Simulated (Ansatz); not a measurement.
A run of Ansatz (development build ahead of 0.2.0) on singlet C₂H₆ at this shape:

```json
{"atom": "C", "x (Å)": "-0.0009", "y (Å)": "0.0105", "z (Å)": "0.7119"}
{"atom": "C", "x (Å)": "-0.0479", "y (Å)": "0.0413", "z (Å)": "-0.8018"}
{"atom": "H", "x (Å)": "1.0401", "y (Å)": "0.0157", "z (Å)": "1.1112"}
{"atom": "H", "x (Å)": "-0.5334", "y (Å)": "0.8750", "z (Å)": "1.1707"}
{"atom": "H", "x (Å)": "-0.5586", "y (Å)": "-0.9216", "z (Å)": "1.1687"}
{"atom": "H", "x (Å)": "0.5049", "y (Å)": "0.9070", "z (Å)": "-1.1134"}
{"atom": "H", "x (Å)": "-0.9933", "y (Å)": "0.0372", "z (Å)": "-1.1294"}
{"atom": "H", "x (Å)": "0.4900", "y (Å)": "-0.8675", "z (Å)": "-1.1028"}
```

Its results:

```json
{
 "Converged": "yes",
 "Reference energy": "-79.22033 hartree",
 "Correlation energy": "-0.30261 hartree",
 "Total energy": "-79.52295 hartree",
 "Spin squared of the determinant": "0.000"
}
```

(1) Which input gives this output? Name the method, the orbitals and the basis set, and write the input.

Results:

(1) RHF-MP2 in cc-pVDZ. An unrestricted run that stays on the closed shell gives the same numbers.

```yaml
crystal:
  periodic: [false, false, false]
  atoms:
    - { symbol: C, position_ang: [-0.00095, 0.01052, 0.71187] }
    - { symbol: C, position_ang: [-0.04786, 0.04127, -0.80184] }
    - { symbol: H, position_ang: [1.04008, 0.01565, 1.11118] }
    - { symbol: H, position_ang: [-0.53345, 0.87503, 1.17069] }
    - { symbol: H, position_ang: [-0.55862, -0.92158, 1.16871] }
    - { symbol: H, position_ang: [0.50489, 0.90702, -1.11342] }
    - { symbol: H, position_ang: [-0.9933, 0.03723, -1.12941] }
    - { symbol: H, position_ang: [0.48997, -0.86746, -1.10284] }
basis:
  gaussian: { orbitals: cc-pVDZ }
hamiltonian:
  xc: hf
correlation:
  method: mp2
  frozen_orbitals: { C: 1, H: 0 }
```
